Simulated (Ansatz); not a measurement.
## Property card for KCo2As2

All numbers below come from DFT r2SCAN, scalar-relativistic, plane waves, PAW in Ansatz.

Cutoff 500 eV; k points 14×14×14 on the computed 5-atom cell (Γ-centred); Gaussian smearing, width 0.10 eV; no spin polarisation.

The structure is relaxed at this level of theory with its symmetry kept. Whether it is the stable form of this composition wasn't checked.

```xyz
5
Lattice="-1.8710 1.8710 6.8313 1.8710 -1.8710 6.8313 1.8710 1.8710 -6.8313" Properties=species:S:1:pos:R:3 pbc="T T T"
K     0.0000    0.0000    0.0000
Co    0.0000    1.8710    3.4157
Co    1.8710    0.0000    3.4157
As    0.0000    0.0000    4.7298
As    0.0000    0.0000    8.9329
```

| Quantity | Value |
| --- | --- |
| Space group | I4/mmm (No. 139) |
| Volume per atom | 129.1 bohr³ |
| Formation energy from the elements' standard states (uncorrected) | -0.385 eV/atom |
| Generalised Kohn–Sham band gap | none (metal) |
| Density of states at the Fermi level | 1.75 states/eV per cell |
| Löwdin character within 0.5 eV of the Fermi level | Co 3d 59 %, As 4p 32 %, unprojected 5 % |
| Bader charges (e) | K (1 in the cell) 0.78, Co (2 in the cell) 0.11, As (2 in the cell) -0.50 |

A ferromagnetic start lost its moments in a first run, so spin was left out; other magnetic orders weren't tried.

Cost: 1 run of about 8.3 core-minutes, on Arm Neoverse V2 (shared hosts).